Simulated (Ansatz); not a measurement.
FNa, SMILES `[F][Na]`. Charge 0, multiplicity 1. Correlated methods include outer-core shells of Na, which these sets cover unevenly.

```
atom    x (Å)    y (Å)    z (Å)
  F1  -0.7406  -0.5773   0.2049
 Na2   0.7406   0.5773  -0.2049
```

(1) Give the diagnostics of a CCSD(T)/def2-TZVPP run (frozen core, Ansatz). (An estimate is asked.)

Answers

(1) Computed: T1 = 0.0129, largest single amplitude 0.019, largest double 0.037, (T) share of the correlation energy 2.1 %, 11 CCSD cycles. The RHF solution is stable towards an unrestricted one. T1 lies under the customary mark of 0.02 for closed shells.
